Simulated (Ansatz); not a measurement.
Two structures, one formula

The two ends of one reaction step of CH$_{7}$BS, singlet (PBE0-D4/def2-TZVP).

A:

```
10
angstrom
B -0.3803 -0.5795 -0.4679
S -0.5943 1.3089 -1.1071
H 0.1053 -1.0496 -1.4749
H -1.5551 -0.8604 -0.3589
H -0.9422 1.9695 0.0143
C 0.5065 -0.6160 0.8578
H 0.6643 1.7874 -1.0610
H 0.6105 -1.6560 1.1860
H 0.0616 -0.0701 1.6973
H 1.5237 -0.2344 0.7145
```

B:

B1  (-0.731, -0.218, -1.553)
S2  (-1.079, 1.510, -1.667)
H3  (0.326, -0.661, -1.873)
H4  (-1.620, -0.900, -1.148)
H5  (0.108, 0.638, 1.618)
C6  (0.600, -0.333, 1.677)
H7  (0.104, 1.936, -2.143)
H8  (-0.109, -1.116, 1.405)
H9  (0.953, -0.503, 2.694)
H10  (1.447, -0.354, 0.991)
(Å)

Computed with Ansatz 0.2.0 (basis: def2-TZVPP); correlated methods freeze the cores. B3LYP uses VWN-RPA correlation.

**Question.** Which structure is lower at CCSD(T), and by how much? (To be estimated.)

**Answer.** The calculation gives: B, by 0.710 eV (electronic energy, against the other). By their contacts, A is CH₇BS ([CH3][BH2][SH2]) and B is a complex of BH₃S ([BH2][SH]) + CH₄.

All methods give the same order:

| method | E(B) − E(A) (eV) |
| --- | --- |
| SPW92 | -0.188 |
| PBE-D4 | -0.517 |
| BLYP-D4 | -0.719 |
| r2SCAN-D4 | -0.607 |
| B97M-V | -0.733 |
| PBE0-D4 | -0.542 |
| B3LYP-D4 | -0.723 |
| r2SCAN0-D4 | -0.605 |
| BHLYP-D4 | -0.769 |
| CAM-B3LYP-D4 | -0.694 |
| wB97X-V | -0.660 |
| wB97M-V | -0.653 |
| B2PLYP | -0.763 |
| PBE-QIDH | -0.594 |
| RPA on PBE | -0.760 |
| HF | -1.129 |
| MP2 | -0.667 |
| CCSD | -0.752 |
| CCSD(T) | -0.710 |

The T1 diagnostic stays at or below 0.013.

Labels in which every atom is bracketed show which atoms are joined, not bond orders.

For scale, one of the runs: CCSD(T)/def2-TZVPP, 202 basis functions, launched by `ansatz run in.yaml --threads 2 --pin off --events-out ev --progress --plain --max-ram 4352MiB`. The run took 37 s on 2 CPU threads of an Intel Xeon Platinum 8259CL (shared host), with 2.5 GiB of host memory at its peak.
